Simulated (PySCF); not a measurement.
Species: 2-butynal, C4H4O.
Numbering: `[CH3:1][C:2]#[C:3][CH:4]=[O:5]` (hydrogens: H6, H7, H8 on C1; H9 on C4)

The same species was optimised twice, with GFN2-xTB and with PBE0-D3(BJ)/def2-SVP (PySCF), and the same property calculations (PySCF, gas phase) were run on both structures.

| coordinate | GFN2-xTB | PBE0-D3(BJ)/def2-SVP | change |
| --- | --- | --- | --- |
| C3–C4 (Å) | 1.424 | 1.445 | +0.021 |
| C1–H8 (Å) | 1.090 | 1.101 | +0.011 |
| C1–H6 (Å) | 1.089 | 1.101 | +0.012 |
| C1–H7 (Å) | 1.090 | 1.101 | +0.011 |
| C2≡C3 (Å) | 1.206 | 1.216 | +0.010 |
| C1–C2 (Å) | 1.439 | 1.449 | +0.010 |
| C4–H9 (Å) | 1.110 | 1.118 | +0.008 |
| C4=O5 (Å) | 1.203 | 1.205 | +0.002 |
| C3–C4–H9 (°) | 112.5 | 114.1 | +1.6 |
| C2–C3–C4 (°) | 179.1 | 177.6 | -1.5 |
| C2–C1–H7 (°) | 110.0 | 111.2 | +1.2 |
| H6–C1–H8 (°) | 109.0 | 107.9 | -1.1 |
| C3–C4–O5 (°) | 125.7 | 124.7 | -1.0 |
| H7–C1–H8 (°) | 108.8 | 107.9 | -0.9 |
| H6–C1–H7 (°) | 109.4 | 108.5 | -0.9 |
| C2–C1–H6 (°) | 110.2 | 111.1 | +0.9 |

Rotational constants: A = 42833, B = 2151, C = 2075 MHz (GFN2-xTB) against A = 43493, B = 2107, C = 2035 MHz (PBE0-D3(BJ)/def2-SVP). Atoms that the bonding makes alike are paired by their places after alignment.

On the GFN2-xTB structure: lowest singlet, TDDFT (eV) 3.82 [PBE0/def2-SVPD]; lowest triplet, Tamm–Dancoff (eV) 3.20 [PBE0/def2-SVPD]; isotropic polarisability (au) 52.8 [PBE0/def2-SVPD]; HOMO (eV) -7.87 [PBE0/def2-SVPD]; LUMO (eV) -1.85 [PBE0/def2-SVPD]; dipole (D) 4.16 [PBE0/def2-SVPD]; HOMO (eV) -7.79 [PBE0/pcSseg-1]; LUMO (eV) -1.73 [PBE0/pcSseg-1]; dipole (D) 4.07 [PBE0/pcSseg-1]; GIAO shielding of C1 (ppm) 181.7 [PBE0/pcSseg-1]; GIAO shielding of C2 (ppm) 84.0 [PBE0/pcSseg-1]; GIAO shielding of C3 (ppm) 101.0 [PBE0/pcSseg-1]; GIAO shielding of C4 (ppm) 6.1 [PBE0/pcSseg-1]; GIAO shielding of O5 (ppm) -403.8 [PBE0/pcSseg-1].

Question: What do these properties become on the PBE0-D3(BJ)/def2-SVP structure?

Answer: 
```json
{"property": "lowest singlet, TDDFT (eV)", "level": "PBE0/def2-SVPD", "on GFN2-xTB": "3.82", "on PBE0-D3(BJ)/def2-SVP": "3.84", "change": "+0.02"}
{"property": "lowest triplet, Tamm–Dancoff (eV)", "level": "PBE0/def2-SVPD", "on GFN2-xTB": "3.20", "on PBE0-D3(BJ)/def2-SVP": "3.22", "change": "+0.02"}
{"property": "isotropic polarisability (au)", "level": "PBE0/def2-SVPD", "on GFN2-xTB": "52.8", "on PBE0-D3(BJ)/def2-SVP": "53.7", "change": "+0.9"}
{"property": "HOMO (eV)", "level": "PBE0/def2-SVPD", "on GFN2-xTB": "-7.87", "on PBE0-D3(BJ)/def2-SVP": "-7.92", "change": "-0.05"}
{"property": "LUMO (eV)", "level": "PBE0/def2-SVPD", "on GFN2-xTB": "-1.85", "on PBE0-D3(BJ)/def2-SVP": "-1.88", "change": "-0.03"}
{"property": "dipole (D)", "level": "PBE0/def2-SVPD", "on GFN2-xTB": "4.16", "on PBE0-D3(BJ)/def2-SVP": "4.11", "change": "-0.05"}
{"property": "energy, GFN2-xTB geometry as zero (kcal/mol)", "level": "PBE0/def2-SVPD", "on GFN2-xTB": "0.0", "on PBE0-D3(BJ)/def2-SVP": "-0.7", "change": "-0.7"}
{"property": "HOMO (eV)", "level": "PBE0/pcSseg-1", "on GFN2-xTB": "-7.79", "on PBE0-D3(BJ)/def2-SVP": "-7.84", "change": "-0.05"}
{"property": "LUMO (eV)", "level": "PBE0/pcSseg-1", "on GFN2-xTB": "-1.73", "on PBE0-D3(BJ)/def2-SVP": "-1.75", "change": "-0.02"}
{"property": "dipole (D)", "level": "PBE0/pcSseg-1", "on GFN2-xTB": "4.07", "on PBE0-D3(BJ)/def2-SVP": "4.02", "change": "-0.05"}
{"property": "energy, GFN2-xTB geometry as zero (kcal/mol)", "level": "PBE0/pcSseg-1", "on GFN2-xTB": "0.0", "on PBE0-D3(BJ)/def2-SVP": "-0.3", "change": "-0.3"}
{"property": "GIAO shielding of C1 (ppm)", "level": "PBE0/pcSseg-1", "on GFN2-xTB": "181.7", "on PBE0-D3(BJ)/def2-SVP": "179.3", "change": "-2.4"}
{"property": "GIAO shielding of C2 (ppm)", "level": "PBE0/pcSseg-1", "on GFN2-xTB": "84.0", "on PBE0-D3(BJ)/def2-SVP": "85.1", "change": "+1.1"}
{"property": "GIAO shielding of C3 (ppm)", "level": "PBE0/pcSseg-1", "on GFN2-xTB": "101.0", "on PBE0-D3(BJ)/def2-SVP": "99.3", "change": "-1.7"}
{"property": "GIAO shielding of C4 (ppm)", "level": "PBE0/pcSseg-1", "on GFN2-xTB": "6.1", "on PBE0-D3(BJ)/def2-SVP": "5.6", "change": "-0.5"}
{"property": "GIAO shielding of O5 (ppm)", "level": "PBE0/pcSseg-1", "on GFN2-xTB": "-403.8", "on PBE0-D3(BJ)/def2-SVP": "-407.2", "change": "-3.4"}
```

The heavy atoms differ by 0.023 Å rms after alignment. Among all bonds C3–C4 changes most (+0.021 Å). Changes are differences of the printed values. Neither structure is proved a minimum here.
